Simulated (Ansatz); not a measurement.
Relaxation of AlFH₅Si (8 atoms, charge 0, multiplicity 2), to a largest force component of 0.03 eV/Å in at most 50 steps.

Level of theory: UKS PBE/6-31G* in Ansatz.

```xyz
8
Properties=species:S:1:pos:R:3
Al 0.000 0.006 -0.313
F -0.001 0.009 1.374
H 1.423 -0.003 -1.034
H -1.423 -0.003 -1.035
Si 0.001 -0.005 4.171
H -0.767 -1.196 4.673
H 1.417 -0.068 4.670
H -0.650 1.259 4.657
```

Problem. Where does it end, and by what steps?

Solution. It converged. The force dipped under the threshold on the way, but the program's further checks kept it going. After 6 steps the energy has fallen by 0.069 eV; H6 moved furthest, 0.38 Å.

```csv
step,energy less start (eV),largest force component (eV/Å),accepted
0,0.0000,0.405,yes
1,-0.0565,0.294,yes
2,-0.0496,0.551,no
3,-0.0672,0.012,yes
4,-0.0689,0.083,yes
5,-0.0692,0.043,yes
6,-0.0694,0.011,yes
```

```xyz
8
Properties=species:S:1:pos:R:3
Al -0.002 0.008 -0.667
F -0.004 0.072 1.005
H 1.421 -0.016 -1.392
H -1.422 -0.016 -1.396
Si 0.004 -0.022 4.546
H -0.769 -1.208 5.050
H 1.425 -0.076 5.034
H -0.652 1.257 4.983
```

Run time: 18 s on 1 thread of Arm Neoverse V2, on a shared host, peak memory 0.15 GiB.
